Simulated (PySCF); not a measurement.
C5H6 (charge +1 and doublet state).
Numbering: `[CH3:1][CH+:2][C:3]1[CH:4]=[CH:5]1` (hydrogens: H6, H7, H8 on C1; H9 on C2; H10 on C4; H11 on C5)

Cartesian coordinates in Å at the GFN2-xTB level; atoms count from 1:
```xyz
11
C5H6 angstrom
C     -1.6158    0.6651   -0.0193
C     -0.7106   -0.4417   -0.2739
C      0.6387   -0.3834   -0.0386
C      1.9270   -0.9680   -0.0468
C      1.7970    0.3058    0.3951
H     -2.1664    0.9178   -0.9357
H     -2.4219    0.3439    0.6542
H     -1.1225    1.5478    0.3781
H     -1.1181   -1.3636   -0.6719
H      2.5486   -1.8098   -0.2544
H      2.2495    1.1888    0.7874
```

The hyperfine couplings belong to this conformer and change with its torsions.

The calculation used UKS B3LYP, pcH-1 on C H, non-relativistic, mean-field spin-orbit, GIAO (PySCF). The structure is a single GFN2-xTB conformer in the gas phase; no vibrational or solvent corrections. A GFN2-xTB geometry isn't a minimum of the functional, and hyperfine couplings can be far from their values at a DFT geometry, by a factor of two or more for some ions and for spin on atoms past the first row. No stability test was run, so a lower SCF solution isn't excluded.

Task: What is the g tensor, term by term?

Result: 
| Δg (ppm) | 1 | 2 | 3 |
| --- | --- | --- | --- |
| relativistic mass correction | -141 | -141 | -141 |
| gauge correction | -1 | 22 | 26 |
| orbital Zeeman/spin–orbit | -9 | 479 | 820 |
| total | -150 | 360 | 705 |

So g = 2.00217, 2.00268, 2.00302 and g_iso = 2.00262; the tensor is rhombic: the two nearest values differ by 40 % of g3 − g1. Axes: g2 points within 10° of the C4–H10 bond and g3 points within 8° of the C3–C5 bond.

Task: How much does each term add to the isotropic shift?

Result: The orbital-Zeeman/spin–orbit term 430, the mass correction -141 and the gauge correction 16 ppm, for a total of 305 ppm. The orbital-Zeeman/spin–orbit term is the largest in size. The mass correction is the same along every axis, so the anisotropy comes from the other two: their spans along these axes are 27 (gauge) and 829 ppm (orbital Zeeman/spin–orbit).

Task: At 9.657 GHz, how far is the centre of the isotropic spectrum from where a free electron (g = 2.002319) resonates?

Result: B = hν/(g μB) with μB/h = 13.99624 MHz/mT gives 344.59 mT for the free electron and 344.53 mT at g_iso, 0.05 mT lower.

Task: What effective moment and Curie constant follow for a powder?

Result: With the mean of g² = 4.0105 and S(S+1) = 0.75: μ_eff = √(⟨g²⟩S(S+1)) = 1.734 μB and χT = 0.12505·⟨g²⟩·S(S+1) = 0.376 cm³ K/mol (cgs; spin-Hamiltonian part alone).

Task: In a frozen sample, at which fields do the three g values resonate at 9.5, 34, 94 and 263 GHz (hyperfine left aside), and which band first spreads them over more than twice a line width of 0.5 mT?

Result: 
| band | GHz | B(g3) mT | B(g2) mT | B(g1) mT | spread mT |
| --- | --- | --- | --- | --- | --- |
| X | 9.5 | 338.86 | 338.92 | 339.01 | 0.14 |
| Q | 34.0 | 1212.78 | 1212.99 | 1213.30 | 0.52 |
| W | 94.0 | 3352.97 | 3353.55 | 3354.41 | 1.43 |
| J | 263.0 | 9381.19 | 9382.81 | 9385.20 | 4.01 |

The spread grows in proportion to the frequency. W band is the first where it exceeds 1.0 mT.

The Mulliken spin populations are largest on C2 (+0.63), C5 (+0.13), C4 (+0.12) and C3 (+0.09). C2 is the only atom above +0.15. The angles at C2 add up to 360.0°, so it is planar; its axial dipolar tensor and the negative coupling of its proton fit spin in a p orbital normal to that plane.

The HOMO–LUMO gaps are 5.27 eV among the α and 5.45 eV among the β orbitals.

The SMILES draws the unpaired electron on C3; the largest computed Mulliken spin population is on C2 (0.63 against 0.09).
